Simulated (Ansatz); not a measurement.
# AlClH₄Si: basis-set convergence

One table from this session's results is given with a row withheld; the runs are named, their logs left out.

The runs use Ansatz 0.2.0, Gaussian basis; one geometry, several basis sets.

Levels to be run: PBE0-D4/def2-SVP; ωB97M-V/def2-SVP; PBE0-D4/def2-QZVPP; ωB97M-V/def2-QZVPP; the functionals' def2-TZVPP values are taken from earlier runs.

## Structure used throughout

The geometry comes from an earlier relaxation with PBE0-D4 in a triple-zeta def2 set; it is a stationary point, not always the lowest conformer.

7 atoms, charge 0, spin multiplicity 1.

Atoms are counted from 1 here; the program's logs count them from 0.

Bond lengths: Al1–Si2 2.457 Å, Al1–H4 1.586 Å, Al1–H5 1.586 Å, Si2–Cl3 2.088 Å, Si2–H6 1.488 Å, Si2–H7 1.488 Å. Angles: Si2–Al1–H4 119.7°, Si2–Al1–H5 119.6°, H4–Al1–H5 120.5°, Al1–Si2–Cl3 101.6°, Al1–Si2–H6 116.7°, Al1–Si2–H7 116.7°, Cl3–Si2–H6 106.6°, Cl3–Si2–H7 106.6°, H6–Si2–H7 107.5°.

Coordinates:

```xyz
7

Al   -1.0407    0.4135   -0.8942
Si    0.9072   -0.1800    0.4803
Cl    0.0356   -1.3810    1.9497
H    -1.4784   -0.5359   -2.0871
H    -1.9115    1.6833   -0.5133
H     1.5885    0.9353    1.1912
H     1.9606   -1.0032   -0.1724
```

Set-up of the first run:

Contents of in.yaml:

```yaml
crystal:
  periodic: [false, false, false]
  atoms:
    - {symbol: Al, position_ang: [-1.040688, 0.413466, -0.894199]}
    - {symbol: Si, position_ang: [0.907193, -0.179963, 0.480298]}
    - {symbol: Cl, position_ang: [0.035596, -1.380958, 1.949724]}
    - {symbol: H, position_ang: [-1.478356, -0.535915, -2.087054]}
    - {symbol: H, position_ang: [-1.911547, 1.683265, -0.513330]}
    - {symbol: H, position_ang: [1.588458, 0.935281, 1.191222]}
    - {symbol: H, position_ang: [1.960643, -1.003176, -0.172362]}
basis:
  gaussian: {orbitals: def2-SVP}
hamiltonian: {xc: pbe0, dispersion: d4}
output: {orbitals: {seedname: orbitals}}
```

Run with:

```sh
$ ansatz run in.yaml --threads 2 --pin off --events-out ev --progress --plain --max-ram 4352MiB
```

Steps of the session up to this table: PBE0-D4 in def2-SVP; ωB97M-V in def2-SVP; PBE0-D4 in def2-QZVPP; ωB97M-V in def2-QZVPP.

One of the session's tables, all rows but one given; the rest of the session is left out.

| functional | basis | HOMO (eV) | LUMO (eV) |
| --- | --- | --- | --- |
| PBE0-D4 | def2-SVP | ? | ? |
| PBE0-D4 | def2-TZVPP | -7.57 | -2.33 |
| PBE0-D4 | def2-QZVPP | -7.58 | -2.35 |
| ωB97M-V | def2-SVP | -9.49 | -0.60 |
| ωB97M-V | def2-TZVPP | -9.55 | -0.67 |
| ωB97M-V | def2-QZVPP | -9.57 | -0.77 |

Estimate the missing values for PBE0-D4, def2-SVP.

**Answer.** HOMO (eV): -7.54; LUMO (eV): -2.32. In the column «HOMO (eV)» it is the highest.
